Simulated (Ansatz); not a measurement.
Input file:

```yaml
crystal:
  periodic: [false, false, false]
  atoms:
    - {symbol: Si, position_ang: [-1.057675, 0.000000, 0.000000]}
    - {symbol: H, position_ang: [-1.552547, 1.399708, 0.000000]}
    - {symbol: H, position_ang: [-1.552546, -0.699854, 1.212183]}
    - {symbol: H, position_ang: [-1.552547, -0.699854, -1.212183]}
    - {symbol: H, position_ang: [1.091325, 0.000000, 0.000000]}
    - {symbol: O, position_ang: [2.081325, 0.000000, 0.000000]}
basis:
  gaussian: {orbitals: cc-pVDZ}
magnetization: {spin_polarized: false, initial_magnetization: 2}
correlation: {method: ccsdt_q, electrons: outside_noble_gas}
```

```sh
$ ansatz run in.yaml --threads 1 --pin off --events-out ev --progress --plain --max-ram 2393MiB
```

Problem. Roughly how long does this take on 1 thread of Arm Neoverse V2, shared host, and how much host memory?

Solution. 66 s wall and 0.91 GiB.

```
928 factors; integrals over basis functions are off by at most 1.9e-7 eV
mean field evaluation 1: about -9946.8129 eV, gradient 4.3e1 eV
mean field evaluation 2: about -9946.8331 eV, gradient 4.3e1 eV
mean field evaluation 4: about -9958.8672 eV, gradient 7.8e0 eV
mean field evaluation 8: about -9959.4247 eV, gradient 4.3e-1 eV
mean field evaluation 16: about -9959.4279 eV, gradient 2.3e-6 eV
mean field evaluation 32: about -9946.8180 eV, gradient 4.3e1 eV
mean field evaluation 64: about -9958.1520 eV, gradient 1.1e1 eV
mean field evaluation 96: about -9948.5336 eV, gradient 1.5e1 eV
mean field evaluation 128: about -9949.5404 eV, gradient 6.2e0 eV
mean field evaluation 160: about -9959.4279 eV, gradient 8.7e-4 eV
...
cycle   8  -8.19330653 eV  change   -3.7e-5 eV  update   2.7e-4
cycle   9  -8.19347972 eV  change   -1.7e-4 eV  update   1.3e-4
cycle  10  -8.19351416 eV  change   -3.4e-5 eV  update   5.9e-5
cycle  11  -8.19349770 eV  change    1.6e-5 eV  update   3.0e-5
cycle  12  -8.19348820 eV  change    9.5e-6 eV  update   1.8e-5
cycle  13  -8.19348984 eV  change   -1.6e-6 eV  update   8.4e-6
cycle  14  -8.19349375 eV  change   -3.9e-6 eV  update   4.7e-6
cycle  15  -8.19349882 eV  change   -5.1e-6 eV  update   2.4e-6
cycle  16  -8.19350075 eV  change   -1.9e-6 eV  update   1.2e-6
cycle  17  -8.19350096 eV  change   -2.1e-7 eV  update   7.0e-7
perturbative correction -0.00874704 eV, -0.0003214478 hartree
Total energy: -9967.63015427 eV, -366.3036518672 hartree
```

For the same geometry and basis UCCSDT(Q) lies 1.1 meV lower.
